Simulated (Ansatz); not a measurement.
# N₂H (sextet): wave-function methods side by side, def2-TZVPP

One table from this session's results is given with a row withheld; the runs are named, their logs left out.

Computed with Ansatz 0.2.0, Gaussian basis. Level: def2-TZVPP, core rule «outside noble gas», up to 2 orbitals frozen.

The runs, in order: UHF; ROHF; CCSD(T) on UHF.

### The geometry

The geometry is a PBE0/def2-TZVP stationary point (not a proven minimum) of the parent state, kept for this charge and spin.

3 atoms, charge 0, spin multiplicity 6.

Atoms are counted from 1 here; the program's logs count them from 0.

Bond lengths: N1–N2 1.443 Å, N1–H3 1.031 Å. Angles: N2–N1–H3 107.0°.

As a file:

```xyz
3
HN2
N     0.00000    0.11966    0.67642
N     0.00000   -0.06059   -0.75549
H     0.00000   -0.82078    1.09875
```

Set-up of the first run:

Input file in.yaml:

```yaml
crystal:
  periodic: [false, false, false]
  atoms:
    - {symbol: N, position_ang: [0.000000, 0.119658, 0.676420]}
    - {symbol: N, position_ang: [0.000000, -0.060594, -0.755487]}
    - {symbol: H, position_ang: [0.000000, -0.820779, 1.098745]}
basis:
  gaussian: {orbitals: def2-TZVPP}
magnetization: {spin_polarized: true, initial_magnetization: 5}
hamiltonian: {xc: hf}
output: {orbitals: {seedname: orbitals}}
```

Started as:

```
$ ansatz run in.yaml --threads 1 --pin off --events-out ev --progress --plain --max-ram 4096MiB --backend cpu
```

Among the steps run: UHF; ROHF; CCSD(T) on UHF.

One of the session's tables, all rows but one given; the rest of the session is left out.

| method | from UCCSD(T) (meV) |
| --- | --- |
| ROHF | ? |
| UHF | +8130.8 |
| UMP2 | +1318.9 |
| UCCSD | +293.5 |
| UCCSD(T) | 0 |

**Question.** Estimate the row for ROHF.

As computed: from UCCSD(T) (meV): +8439.2. In the column «from UCCSD(T) (meV)» it is the highest.
